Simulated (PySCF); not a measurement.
# Unknown compound

The spectra below were simulated for a compound C3H6.

1H NMR (500 MHz, computed): δ 0.28 (s, 6H).

13C{1H} NMR (computed): δ -1.9 (3C).

- PBE0-D3(BJ)/def2-SVP geometry
- B3LYP/pcSseg-2 with gauge-including orbitals
- J: B3LYP/pcJ-1
- program: PySCF 2.14.0 with density-fitted response routines
- fast rotation and ring inversion assumed for equivalent nuclei, relativity neglected, gas phase, a single conformation

Scale: TMS for 1H (σref 31.39) and 13C (σref 179.19) (reference shieldings calculated alike).

Task: What is the structure?

Result: 
Rings plus π bonds: 1 (1 ring in the answer). 1 carbon signal for 3 carbons: some carbons are equivalent by symmetry or fast rotation. Carbon types of the structure: 3 × CH2, which accounts for all hydrogens. δC -1.9: three-membered-ring carbon; carbons of three-membered rings are unusually shielded. δH 0.28: hydrogen on a three-membered-ring carbon; cyclopropane-type protons are shielded by the ring.

These data were computed for Cyclopropane (C1CC1).

Shifts are as computed. Against solution values, carbons near 30 ppm lie about +3 ppm off and those near 130 ppm about +8 ppm. Of 1211 compounds with measured shifts, 218 miss one by over three times the rms of a fit or turn the order of signals round; such compounds aren't used in these exercises.
